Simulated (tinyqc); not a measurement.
CCD on RHF in the sto-6g basis, frozen core, for NH3, spin multiplicity 1, step by step. One step of it, computed by the program tinyqc.

Task: CCD: starting amplitudes. t_ij^ab = <ij||ab> / (e_i + e_j - e_a - e_b), whose energy is MP2.

orbital energies (hartree): MO1 -15.464714, MO2 -1.021361, MO3 -0.551079, MO4 -0.550832, MO5 -0.308795, MO6 0.526162, MO7 0.728322, MO8 0.728901

Two-electron integrals over orbitals (pq|rs), unique and non-zero (hartree); the lowest 1 orbital is frozen and left out:
```
p,q,r,s,(pq|rs)
2,2,2,2,0.589728
3,2,3,2,0.123420
3,3,2,2,0.543798
3,3,3,3,0.570349
4,2,2,2,-0.000083
4,2,3,3,-0.049766
4,2,4,2,0.123331
4,3,3,2,-0.049754
4,3,4,3,0.045855
4,4,2,2,0.543684
4,4,3,3,0.478485
4,4,4,2,0.049820
4,4,4,4,0.570335
5,2,2,2,-0.006254
5,2,3,3,-0.000715
5,2,4,2,7.14e-07
5,2,4,4,-0.000715
5,2,5,2,0.116142
5,3,3,2,-0.000934
5,3,4,3,0.002795
5,3,5,3,0.024862
5,4,2,2,0.000007
5,4,3,3,0.002801
5,4,4,2,-0.000934
5,4,4,4,-0.002794
5,4,5,2,0.000017
5,4,5,4,0.024856
5,5,2,2,0.628137
5,5,3,3,0.547858
5,5,4,2,-0.000010
5,5,4,4,0.547798
5,5,5,2,0.032419
5,5,5,4,0.000019
5,5,5,5,0.764068
6,2,2,2,0.110188
6,2,3,3,0.067473
6,2,4,2,0.000067
6,2,4,4,0.067469
6,2,5,2,-0.007106
6,2,5,4,0.000010
6,2,5,5,0.156656
6,2,6,2,0.082275
6,3,3,2,-0.029622
6,3,4,3,0.036960
6,3,5,3,0.004004
6,3,6,3,0.063455
6,4,2,2,0.000218
6,4,3,3,0.037131
6,4,4,2,-0.029663
6,4,4,4,-0.036897
6,4,5,2,0.000015
6,4,5,4,0.004013
6,4,5,5,0.000259
6,4,6,2,0.000154
6,4,6,4,0.063586
6,5,2,2,-0.021124
6,5,3,3,-0.009396
6,5,4,2,0.000018
6,5,4,4,-0.009378
6,5,5,2,0.071421
6,5,5,4,0.000041
6,5,5,5,-0.008575
6,5,6,2,-0.019793
6,5,6,4,-0.000022
6,5,6,5,0.052642
6,6,2,2,0.495003
6,6,3,3,0.480686
6,6,4,2,0.000226
6,6,4,4,0.480883
6,6,5,2,-0.021195
6,6,5,4,-0.000011
6,6,5,5,0.503939
6,6,6,2,0.050473
6,6,6,4,-0.000021
6,6,6,5,-0.020382
6,6,6,6,0.471438
7,2,2,2,-0.000168
7,2,3,3,0.013977
7,2,4,2,0.033775
7,2,4,4,-0.014149
7,2,5,2,1.22e-06
7,2,5,4,0.006382
7,2,5,5,-0.000220
7,2,6,2,-0.000063
7,2,6,4,0.041610
7,2,6,5,0.000029
7,2,6,6,-0.000037
7,2,7,2,0.056257
7,3,3,2,0.043870
7,3,4,3,-0.015612
7,3,5,3,-0.002655
7,3,6,3,-0.030885
7,3,7,3,0.035675
7,4,2,2,0.118137
7,4,3,3,0.093547
7,4,4,2,-0.043790
7,4,4,4,0.062380
7,4,5,2,0.012486
7,4,5,4,0.002658
7,4,5,5,0.157058
7,4,6,2,0.084566
7,4,6,4,0.030988
7,4,6,5,-0.007429
7,4,6,6,0.044788
7,4,7,2,0.001829
7,4,7,4,0.132635
7,5,2,2,0.000011
7,5,3,3,-0.005714
7,5,4,2,0.014141
7,5,4,4,0.005739
7,5,5,2,-0.000095
7,5,5,4,0.020835
7,5,5,5,-9.67e-07
7,5,6,2,0.000029
7,5,6,4,-0.005305
7,5,6,5,-0.000035
7,5,6,6,0.000049
7,5,7,2,0.004864
7,5,7,4,-0.005449
7,5,7,5,0.024629
7,6,2,2,-0.000024
7,6,3,3,-0.053433
7,6,4,2,0.106541
7,6,4,4,0.053574
7,6,5,2,0.000030
7,6,5,4,-0.004467
7,6,5,5,0.000043
7,6,6,2,0.000070
7,6,6,4,-0.050355
7,6,6,5,0.000032
7,6,6,6,0.000267
7,6,7,2,0.009156
7,6,7,4,-0.051263
7,6,7,5,0.012086
7,6,7,6,0.117742
7,7,2,2,0.549255
7,7,3,3,0.487895
7,7,4,2,0.027418
7,7,4,4,0.561104
7,7,5,2,0.004688
7,7,5,4,-0.003817
7,7,5,5,0.567452
7,7,6,2,0.082114
7,7,6,4,-0.040070
7,7,6,5,-0.007733
7,7,6,6,0.492383
7,7,7,2,-0.024833
7,7,7,4,0.079359
7,7,7,5,0.003260
7,7,7,6,0.041303
7,7,7,7,0.584398
8,2,3,2,0.033731
8,2,4,3,0.014081
8,2,5,3,0.006384
8,2,6,3,0.041615
8,2,7,3,-0.002049
8,2,8,2,0.056249
8,3,2,2,0.118071
8,3,3,3,0.062398
8,3,4,2,0.043814
8,3,4,4,0.093582
8,3,5,2,0.012489
8,3,5,4,-0.002644
8,3,5,5,0.157043
8,3,6,2,0.084584
8,3,6,4,-0.030732
8,3,6,5,-0.007412
8,3,6,6,0.045004
8,3,7,2,-0.002104
8,3,7,4,0.064324
8,3,7,5,0.005463
8,3,7,6,0.051388
8,3,7,7,0.102994
8,3,8,3,0.132667
8,4,3,2,0.043835
8,4,4,3,-0.015565
8,4,5,3,-0.002648
8,4,6,3,-0.030799
8,4,7,3,0.032807
8,4,8,2,-0.001989
8,4,8,4,0.035593
8,5,3,2,0.014148
8,5,4,3,-0.005717
8,5,5,3,0.020836
8,5,6,3,-0.005295
8,5,7,3,0.005465
8,5,8,2,0.004863
8,5,8,4,0.005460
8,5,8,5,0.024630
8,6,3,2,0.106535
8,6,4,3,-0.053353
8,6,5,3,-0.004456
8,6,6,3,-0.050179
8,6,7,3,0.051384
8,6,8,2,0.009174
8,6,8,4,0.051323
8,6,8,5,0.012080
8,6,8,6,0.117577
8,7,3,2,-0.027816
8,7,4,3,0.036776
8,7,5,3,0.003835
8,7,6,3,0.040356
8,7,7,3,-0.012047
8,7,8,2,0.024684
8,7,8,4,-0.011992
8,7,8,5,-0.003296
8,7,8,6,-0.041565
8,7,8,7,0.040309
8,8,2,2,0.549335
8,8,3,3,0.561273
8,8,4,2,-0.027681
8,8,4,4,0.487744
8,8,5,2,0.004691
8,8,5,4,0.003839
8,8,5,5,0.567512
8,8,6,2,0.082155
8,8,6,4,0.040477
8,8,6,5,-0.007744
8,8,6,6,0.492236
8,8,7,2,0.024579
8,8,7,4,0.103106
8,8,7,5,-0.003277
8,8,7,6,-0.041479
8,8,7,7,0.504261
8,8,8,3,0.079241
8,8,8,8,0.584659
```

Give: Starting amplitudes; correlation energy.

Result:

Starting amplitudes (spin orbitals 1a, 1b, ...; amplitudes related by a flip of all spins are not repeated; the 24 largest):
```
from,to,t
4a 4b,7a 7b,-0.0518
3a 3b,8a 8b,-0.0518
5a 5b,6a 6b,-0.0315
2a 4b,6a 7b,-0.0299
2a 3b,6a 8b,-0.0299
4a 4b,6a 6b,-0.0295
3a 3b,6a 6b,-0.0295
2a 2b,6a 6b,-0.0266
3a 4b,7b 8a,0.0251
2a 2b,7a 7b,-0.0161
2a 2b,8a 8b,-0.0161
2a 4a,6a 7a,-0.0152
2a 3a,6a 8a,-0.0152
2a 4b,6b 7a,0.0147
2a 3b,6b 8a,0.0147
3a 3b,7a 7b,-0.0139
4a 4b,8a 8b,-0.0139
4a 4b,6a 7b,-0.0132
3a 3b,6a 7b,0.0131
3a 4b,6a 8b,0.0131
3a 4b,6b 8a,-0.0130
3a 4b,7a 8b,-0.0128
3a 4a,7a 8a,0.0123
5a 5b,7a 7b,-0.0119
```

correlation energy = -0.048636 hartree
